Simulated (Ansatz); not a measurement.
# C4N: the cost of one run

Computed with Ansatz 0.2.0 (the levels named in each step, unless a step's input says otherwise).

### 1 The system as given

Bond lengths: C1–C2 1.297 Å, C2–C3 1.267 Å, C3–C4 1.330 Å, C4–N5 1.163 Å. Angles: C1–C2–C3 180.0°, C2–C3–C4 180.0°, C3–C4–N5 180.0°.

As a file:

```xyz
5

C     0.0000    0.0000   -2.5626
C     0.0000    0.0000   -1.2651
C     0.0000    0.0000    0.0016
C     0.0000    0.0000    1.3317
N     0.0000    0.0000    2.4944
```

### 2 A rough first relaxation, PBE-D4/def2-SVP

Contents of input.yaml:

```yaml
crystal:
  periodic: [false, false, false]
  atoms:
    - { symbol: C, position_ang: [0.0, 0.0, -2.56259] }
    - { symbol: C, position_ang: [0.0, 0.0, -1.26511] }
    - { symbol: C, position_ang: [0.0, 0.0, 0.0016] }
    - { symbol: C, position_ang: [0.0, 0.0, 1.33171] }
    - { symbol: "N", position_ang: [0.0, 0.0, 2.49439] }
magnetization:
  spin_polarized: true
  initial_magnetization: 1
basis:
  gaussian: { orbitals: def2-SVP }
hamiltonian:
  xc: pbe
  dispersion: d4
relax:
  f_tol: 0.03
  max_steps: 200
```

On the command line:

```console
$ ansatz run input.yaml --threads 2 --pin off --max-ram 5120MiB --backend cpu --events-out ev --progress --plain --runs-dir out
```

Q: Estimate wall time and peak memory on 2 threads of AMD EPYC 7R13 (Zen 3), shared host.

About 15 s, with a peak of 0.16 GiB.
